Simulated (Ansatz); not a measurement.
A made-up structure of SiHO2, doublet:

O1  (-1.616, 0.709, -0.087)
Si2  (0.823, -0.220, -0.370)
O3  (-0.567, 0.093, 0.425)
H4  (1.851, -0.893, 0.340)
(Å)

It is relaxed with PBE-D4/def2-SVP and then PBE0-D4/def2-TZVP (Ansatz 0.2.0). Atoms count as bonded within 1.22 times the sum of their covalent radii (H–H: 0.88 Å). The end point is not checked to be a true minimum.

(1) Does its bonding change? (Judge from chemistry; the calculation decides.)

## Answers

(1) The calculation gives: No: no bond forms or breaks.

Where it ends: The first stage lowers the energy by 0.79 eV in 7 steps. It ends as SiHO₂ ([O][O][SiH]):
O1  (-1.595, 0.635, 0.104)
Si2  (0.926, -0.171, -0.640)
O3  (-0.439, 0.082, 0.303)
H4  (1.600, -0.856, 0.541)
(Å)

Labels in which every atom is bracketed show which atoms are joined, not bond orders.

For scale, one of the runs: PBE0-D4/def2-TZVP relaxation, 105 basis functions, launched by `ansatz run in.yaml --threads 2 --pin off --events-out ev --progress --plain --max-ram 4352MiB`. The run took about 25 s on 2 CPU threads of an Arm Neoverse V2 (shared host).
